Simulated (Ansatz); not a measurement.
**BH2OF (SMILES OBF) at BCCD(T)/STO-3G**

Aim: the energy change on altering one bond length of BH2OF at BCCD(T)/STO-3G, from 2 runs. 

The results are computed with Ansatz 0.2.0.

70 further runs of the same task are left out: 1 that didn't finish, 69 set aside as unsound or not needed.

## Step 1: Starting point

The species is BH2OF (5 atoms), meant as a singlet with charge 0. As SMILES, `OBF`. The shape is that of a PBE0-D4/def2-TZVP optimisation. This is one conformer, not always the lowest.

Bond lengths: O1–B2 1.344 Å, B2–F3 1.332 Å, O1–H4 0.963 Å, B2–H5 1.192 Å. Angles: O1–B2–F3 120.3°, O1–B2–H5 120.1°, F3–B2–H5 119.6°, B2–O1–H4 113.4°.

## Step 2: A single-point energy at BCCD(T)/STO-3G

input.yaml reads:

```yaml
crystal:
  periodic: [false, false, false]
  atoms:
    - {symbol: O, position_ang: [-0.965400, 0.157400, 0.156900]}
    - {symbol: B, position_ang: [0.365000, -0.030200, 0.201100]}
    - {symbol: F, position_ang: [1.039200, -0.323700, -0.909500]}
    - {symbol: H, position_ang: [-1.337200, 0.057400, -0.725800]}
    - {symbol: H, position_ang: [0.948300, 0.065400, 1.236000]}
basis:
  gaussian:
    orbitals: STO-3G
correlation:
  method: bccd_t
  frozen_orbitals: {B: 1, F: 1, H: 0, O: 1}
accuracy: high
scf:
  omitted_lower_state_checks: [cluster_reference, increment]
```

Run with:

```console
ansatz run input.yaml --threads 1 --pin off --max-ram 2610MiB --events-out events.jsonl --progress --plain --runs-dir runs
```

Standard output, cut to the lines that bear on the results:

```text
Warning: RAYON_NUM_THREADS=1 ignored (pool sized by the plan → 1); use --threads N
Functional definition: HF
  name "HF"
[...]
297 factors; integrals over basis functions are off by at most 3.2e-8 eV
[...]
mean field -5374.57523320 eV, -197.5119968020 hartree, gradient 1.3e-8 eV, S^2 0.000000; 0 other end points of the search recorded, 0 dependent functions left out
3 core orbitals not correlated: weight in the atoms' cores, before any rotation towards them, 1.000 or more for the frozen orbitals, at most 0.000 for the correlated occupied ones
reference -5374.57523320 eV, -197.5119968020 hartree; 9, 9 occupied and 5, 5 virtual orbitals, 297 factors
second order -2.72565385 eV of doubles, -0.00000000 eV of singles
cycle   1  -2.99096832 eV  change   -2.7e-1 eV  update   8.3e-2
[...]
cycle  19  -3.23964311 eV  change  -8.2e-10 eV  update  7.1e-10
perturbative correction -0.20175900 eV, -0.0074145066 hartree
Total energy: -5378.01663531 eV, -197.6384659969 hartree
Checks for a lower state left out: cluster_reference, increment
```

It took 0.26 s on 1 thread of Arm Neoverse V1, shared host.

## Step 3: The distorted shape, same level

run.yaml reads:

```yaml
crystal:
  periodic: [false, false, false]
  atoms:
    - {symbol: O, position_ang: [-1.298039, 0.204305, 0.145849]}
    - {symbol: B, position_ang: [0.365000, -0.030200, 0.201100]}
    - {symbol: F, position_ang: [1.039200, -0.323700, -0.909500]}
    - {symbol: H, position_ang: [-1.669839, 0.104305, -0.736851]}
    - {symbol: H, position_ang: [0.948300, 0.065400, 1.236000]}
basis:
  gaussian:
    orbitals: STO-3G
correlation:
  method: bccd_t
  frozen_orbitals: {B: 1, F: 1, H: 0, O: 1}
scf:
  omitted_lower_state_checks: [cluster_reference, increment]
accuracy: high
```

Run with:

```console
ansatz run run.yaml --threads 1 --pin off --max-ram 2610MiB --events-out events.jsonl --progress --plain --runs-dir runs
```

Standard output, cut to the lines that bear on the results:

```text
Warning: RAYON_NUM_THREADS=1 ignored (pool sized by the plan → 1); use --threads N
Functional definition: HF
  name "HF"
[...]
295 factors; integrals over basis functions are off by at most 3.6e-8 eV
[...]
mean field -5372.66223733 eV, -197.4416955007 hartree, gradient 2.3e-8 eV, S^2 0.000000; 0 other end points of the search recorded, 0 dependent functions left out
3 core orbitals not correlated: weight in the atoms' cores, before any rotation towards them, 1.000 or more for the frozen orbitals, at most 0.000 for the correlated occupied ones
reference -5372.66223733 eV, -197.4416955007 hartree; 9, 9 occupied and 5, 5 virtual orbitals, 295 factors
second order -2.91015441 eV of doubles, -0.00000000 eV of singles
cycle   1  -3.21728060 eV  change   -3.1e-1 eV  update   1.0e-1
[...]
cycle  21  -3.53370962 eV  change   -1.9e-9 eV  update   1.2e-9
perturbative correction -0.28049899 eV, -0.0103081477 hartree
Total energy: -5376.47644595 eV, -197.5818650819 hartree
Checks for a lower state left out: cluster_reference, increment
```

It took 0.26 s on 1 thread of Arm Neoverse V1, shared host.

## Step 4: Summary of results

At BCCD(T)/STO-3G, 3 core orbitals frozen:

| quantity | value |
| --- | --- |
| first shape: total energy | -197.63847 Eh |
| first shape: correlation energy (3 core orbitals frozen) | -126.5 mEh |
| first shape: (T) correction | -7.41 mEh |
| distorted shape: total energy | -197.58187 Eh |
| distorted shape: correlation energy (3 core orbitals frozen) | -140.2 mEh |
| distorted shape: (T) correction | -10.31 mEh |
| energy change with the O1–B2 bond stretched from 1.344 to 1.680 Å | 1.540 eV |

With the O1–B2 bond stretched from 1.344 to 1.680 Å the energy rises by 1.54 eV (149 kJ/mol). The first shape isn't relaxed at this level, so the change isn't measured from a minimum. The minimal basis adds a large error of its own. The triples (first shape) make up 5.9 % of the correlation energy. The triples (distorted shape) make up 7.4 % of the correlation energy.
